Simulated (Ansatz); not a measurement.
Counterpoise correction, worked out

The pair of OH⁻ (SMILES [OH-], atoms 1–2) and Si₂H₆ (SMILES [SiH3][SiH3], atoms 3–10), both closed shells, in one local arrangement (a lower one may exist), relaxed at PBE0-D4/def2-TZVPD:

```xyz
10
angstrom
O 0.6225 0.3373 -2.5416
H 1.1174 -0.4223 -2.8593
Si 0.1966 0.1391 -0.8469
Si -0.4858 -0.0445 1.6123
H 1.6141 0.0052 -0.3365
H -0.5515 -1.1642 -1.0220
H -0.5099 1.4663 -0.8627
H 0.0059 1.0299 2.5721
H -0.0369 -1.3008 2.3448
H -1.9724 -0.0461 1.9399
```

Computed with Ansatz 0.2.0 (basis: def2-TZVPPD); correlated methods freeze the cores.

MP2 total energies in eV:

| system | geometry | basis functions | energy |
| --- | --- | --- | --- |
| pair | pair | all | -17889.04765 |
| OH⁻ | as in the pair | all (partner as ghosts) | -2059.94745 |
| Si₂H₆ | as in the pair | all (partner as ghosts) | -15825.59424 |
| OH⁻ | as in the pair | its own | -2059.88361 |
| Si₂H₆ | as in the pair | its own | -15825.55605 |
| OH⁻ | free (PBE0-D4 minimum) | its own | -2059.88416 |
| Si₂H₆ | free (PBE0-D4 minimum) | its own | -15827.01162 |

(1) Work out the interaction energy with and without the counterpoise correction, the superposition error, and the binding energy from the relaxed fragments.

The T1 diagnostic stays at or below 0.026.

Results:

(1) Without correction: -17889.04765 − (-2059.88361) − (-15825.55605) = -3.60799 eV.
With correction (each fragment in the whole basis): -17889.04765 − (-2059.94745) − (-15825.59424) = -3.50596 eV = -80.85 kcal/mol.
The superposition error is the difference, 0.10203 eV, 3 % of the uncorrected value: each fragment borrows its partner's functions.
Deformation from the free shapes: 0.00055 eV for OH⁻ and 1.45557 eV for Si₂H₆.
Binding energy from relaxed fragments: -3.50596 + 0.00055 + 1.45557 = -2.04984 eV = -47.27 kcal/mol (electronic, without zero-point energy; negative means bound). The deformation is large: the pair is on the way to a chemical bond or a shared proton. For comparison, the corrected interaction energy by CCSD(T) at an estimated basis limit (MP2 extrapolated from triple and quadruple zeta, plus CCSD(T) − MP2 in triple zeta) is -3.672 eV.

For scale, one of the runs: CCSD(T)/def2-TZVPPD, 255 basis functions, launched by `ansatz run in.yaml --threads 4 --pin off --events-out ev --progress --plain --max-ram 9574MiB`. Time: 27 s of wall clock on 4 CPU threads of an Intel Xeon 6975P-C; the host was shared. Peak host memory: 5.9 GiB.
